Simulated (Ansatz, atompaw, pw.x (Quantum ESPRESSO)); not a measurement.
From atom to crystal: PAW (atompaw) potential for Li (Z = 3)

- Element: Li
- Generator: atompaw 4.2.0.5
- Type: PAW
- Functional: PBEsol
- Relativity: scalar-relativistic
- Frozen core: [He]
- Valence charge: 1
- Reference configuration: 2s1 2p0
- Partial waves: 2s (bound): rc 3.00 bohr; 2s channel at 0.15 Ry: rc 2.30 bohr; 2p (bound, empty): rc 3.00 bohr; 2p channel at 0.35 Ry: rc 3.00 bohr; 3d channel at 0.05 Ry: rc 3.00 bohr
- Local potential: bessel scheme, radius 2.95 bohr
- Core correction: smooth core density matched at 1.90 bohr
- Augmentation charge: besselshape compensation charge, radius 3.00 bohr; PAW radius 3.00 bohr; waves and projectors: custom polynom2 7 10 vanderbiltortho

Atomic tests: cutoffs needed: 6 Ry and 6 Ry (the cutoffs (Ry, on a coarse ladder) from which the occupation-weighted sum of valence levels, in a spherical-Bessel basis at the reference potential, stays within 10 and 1 mRy of its value at 400 Ry); ghost test: no extra level below or beside the all-electron valence levels (s, p, d, f tested) (spherical-Bessel basis up to 400 Ry, 20 bohr box); lowest eigenvalue of the overlap operator: 0.79 (s channel).

Crystal test: diamond Li in pw.x 7.5, no spin, 8³ k-points, Fermi–Dirac smearing 0.01 Ry, cutoffs 40/400 Ry. The reference is all-electron LAPW (Ansatz 0.2.0) with the same functional, mesh and smearing; V0 and B0 come from Birch–Murnaghan fits to the pressures at five volumes. Errors are pseudo minus all-electron; Δ is the rms difference of the E(V) curves that follow from these fits, minima aligned, over ±6 % about the mean V0. Mesh and smearing are coarse, so the numbers serve the comparison and aren't converged zero-temperature values; the lattice is a test structure that the element need not adopt.

```csv
V (Å³/atom),P all-electron (GPa),P pseudo (GPa)
24.641,0.28,0.44
25.290,0.13,0.26
25.938,-0.02,0.10
26.586,-0.14,-0.05
27.235,-0.26,-0.18
```

All-electron: a0 = 5.914 Å (V0 = 25.86 Å³/atom), B0 = 5.4 GPa.

Pseudopotential: mean pressure error (GPa): +0.12; a0 (Å): 5.953; a0 error (%): +0.65; B0 error (%): +7.0; Δ (meV/atom): 0.6. The largest radius (3.00 bohr) exceeds half the bond length (2.42 bohr), so the spheres overlap, which is one possible source of error among others. This is a poor potential for the solid.

**Question.** At the middle volume, how do free energy and pressure move when the wave cutoff is lowered (ecutrho held at 400 Ry)?

**Answer.**

```csv
cutoff (Ry),shift of F (meV/atom),shift of P (GPa)
18,+1.1,-0.01
24,+0.4,-0.01
32,+0.1,+0.00
```

Input at the middle volume:

```
&control
  calculation='scf', prefix='x', pseudo_dir='./', outdir='./tmp', tstress=.true., disk_io='none'
/
&system
  ibrav=0, nat=2, ntyp=1, ecutwfc=40, ecutrho=400, nbnd=8,
  occupations='smearing', smearing='fd', degauss=0.01
/
&electrons
  conv_thr=1e-09, mixing_beta=0.4, electron_maxstep=70
/
ATOMIC_SPECIES
Li 1.0 Li.UPF
CELL_PARAMETERS angstrom
  0.00000000 2.96013939 2.96013939
  2.96013939 0.00000000 2.96013939
  2.96013939 2.96013939 0.00000000
ATOMIC_POSITIONS crystal
Li 0.0000 0.0000 0.0000
Li 0.2500 0.2500 0.2500
K_POINTS automatic
8 8 8 0 0 0
```

```bash
pw.x < Li.scf.in > Li.scf.out
```

Lines of the output:

```
Message from routine setup:
     using ibrav=0 with symmetry is DISCOURAGED, use correct ibrav instead
     lattice parameter (alat)  =       7.9109  a.u.
     unit-cell volume          =     350.0766 (a.u.)^3
     number of electrons       =         2.00
     number of Kohn-Sham states=            8
     kinetic-energy cutoff     =      40.0000  Ry
     charge density cutoff     =     400.0000  Ry
     scf convergence threshold =      1.0E-09
     Exchange-correlation= SLA PW PSX PSC
     number of k points=    29  Fermi-Dirac smearing, width (Ry)=  0.0100
     iteration #  1     ecut=    40.00 Ry     beta= 0.40
     total energy              =      -7.33023079 Ry
     estimated scf accuracy    <       0.00054870 Ry
     iteration #  2     ecut=    40.00 Ry     beta= 0.40
     total energy              =      -7.33049209 Ry
     estimated scf accuracy    <       0.00020107 Ry
     iteration #  3     ecut=    40.00 Ry     beta= 0.40
     total energy              =      -7.32941601 Ry
     estimated scf accuracy    <       0.00000734 Ry
     iteration #  4     ecut=    40.00 Ry     beta= 0.40
     total energy              =      -7.32941451 Ry
     estimated scf accuracy    <       0.00017168 Ry
     iteration #  5     ecut=    40.00 Ry     beta= 0.40
     total energy              =      -7.33108646 Ry
     estimated scf accuracy    <       0.00000043 Ry
     iteration #  6     ecut=    40.00 Ry     beta= 0.40
     total energy              =      -7.33111559 Ry
     estimated scf accuracy    <       0.00000130 Ry
     iteration #  7     ecut=    40.00 Ry     beta= 0.40
     total energy              =      -7.33112772 Ry
     estimated scf accuracy    <       0.00000011 Ry
     iteration #  8     ecut=    40.00 Ry     beta= 0.40
     total energy              =      -7.33112919 Ry
     estimated scf accuracy    <          4.7E-09 Ry
     iteration #  9     ecut=    40.00 Ry     beta= 0.40
     total energy              =      -7.33112918 Ry
     estimated scf accuracy    <          2.8E-09 Ry
     iteration # 10     ecut=    40.00 Ry     beta= 0.40
     the Fermi energy is     0.0348 ev
!    total energy              =      -7.33112918 Ry
     estimated scf accuracy    <          4.8E-10 Ry
     smearing contrib. (-TS)   =      -0.00360432 Ry
     convergence has been achieved in  10 iterations
          total   stress  (Ry/bohr**3)                   (kbar)     P=        0.98
     Message from routine punch:
     Nothing written, as per user request (disk_io='none')
```

The run at the middle volume (29 k-points, 10 iterations) took about 16 s on one core of a shared host (Intel(R) Xeon(R) Platinum 8259CL CPU @ 2.50GHz, 96 threads, 755 GiB, load 38).
